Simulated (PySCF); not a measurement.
**Adding and removing an electron: CO**

PBE0; basis C def2-TZVPPD, O def2-TZVPPD; no relativity; PySCF 2.14. Neutral (UKS): singlet (closed shell), Re = 1.123 Å, ωe = 2238 cm⁻¹, De = 11.06 eV, HOMO -10.73 eV, LUMO -0.67 eV.

CO⁺ (UKS): doublet (π ↑), Re = 1.240 Å, ωe = 1604 cm⁻¹, De = 6.09 eV to C⁺ + O. The energies at the minima are -113.23129 hartree for CO and -112.62556 for CO⁺.

Work out the adiabatic ionisation energy, without and with harmonic zero-point energies (1 hartree = 27.2114 eV, 1 eV = 8065.5 cm⁻¹), and the change of the bond length.

At PBE0: 0.60573 hartree = 16.483 eV between the minima; the zero-point term (1604.0 − 2238.0)/2 cm⁻¹ = -0.039 eV makes it 16.443 eV. Re changes by +11.7 pm against the neutral. Minus the HOMO energy is 10.73 eV, -5.75 eV from the value between the minima; self-interaction puts the Kohn–Sham level too high, less so with exact exchange. The electron leaves a π orbital, and the longer bond of the ion fits a bonding orbital, or a change in how ionic the bond is.

For an ion De counts to the pair picked by the measured ionisation energies or electron affinities, which need not be the lowest pair at this level. States were picked by a PBE0 search and need not be the measured ground states.
